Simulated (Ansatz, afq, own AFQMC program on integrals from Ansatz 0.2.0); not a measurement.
## Where AFQMC and coupled cluster stand for BH4⁻, singlet

```tsv
atom	x (Å)	y (Å)	z (Å)
B	0.0000	0.0000	0.0000
H	0.7144	0.7162	0.7159
H	-0.7193	-0.7121	0.7151
H	-0.7117	0.7148	-0.7200
H	0.7166	-0.7189	-0.7110
```

Basis aug-cc-pVDZ. Noble-gas cores (and the filled d shells of Ga–Kr and In–Xe) are frozen. Integrals, coupled cluster, full CI and functionals: Ansatz 0.2.0; the random walks run on the same integrals in our own AFQMC program. The CISD trial takes its coefficients from CCSD amplitudes. Released means that phaseless walkers are propagated on without the constraint, phases kept. Free AFQMC starts from the CCSD state and is never constrained. Its projection time is finite, and what remains of the start isn't in its error. ± is one standard error of the sampling.

Determinant: RHF, the one that the program's search chose, which needn't be the lowest solution. The geometry is a PBE0/def2-TZVPD stationary point of this or a neighbouring charge and spin state.

No full CI on the walks' own integrals is used here; CCSDT(Q) serves as the reference and is uncertain by about the last step of the cluster series.

- T1 diagnostic: 0.0102
- weight of the determinant in the CISD state: 0.915
- size of the correlated space: 8 electrons in 58 orbitals

```json
{"level": "MP2", "correlation energy (eV)": "-3.9230"}
{"level": "CCSD", "correlation energy (eV)": "-4.6913"}
{"level": "CCSD(T)", "correlation energy (eV)": "-4.8074"}
```

**Question.** Estimate where phaseless AFQMC with a CISD trial lies against CCSD(T) on the same integrals.

**Answer.** 3.0 ± 0.8 kJ/mol below CCSD(T).

Reference: CCSDT(Q), correlation energy -4.828 eV. The released energy is read at 2.40 1/Eh (meV from the phaseless value at times in 1/Eh: 7 ± 8 at 0.24, 10 ± 6 at 0.51, 2 ± 8 at 0.99, 6 ± 8 at 1.62, 3 ± 8 at 2.40).

```csv
level,E − E(reference) (kJ/mol),share of correlation (%)
CCSD(T),2.0,99.57
CCSDT,0.3,99.93
ph-AFQMC/HF,-3.9 ± 2.6,100.85
ph-AFQMC/CISD,-1.0 ± 0.8,100.21
released AFQMC,-0.7 ± 0.8,100.15
free AFQMC,-2.0 ± 1.5,100.42
```

Free projections are given only where their last times agree within the noise and don't stop above the reference; a slow remainder of the start can still hide under it. A walk keeps the symmetry of its determinant, which the program's search chose and which needn't be the lowest solution, so a lower state of the same spin and another symmetry isn't excluded. Released energies are given only where the last usable release times agree within the noise; a slower fall can still hide under it.
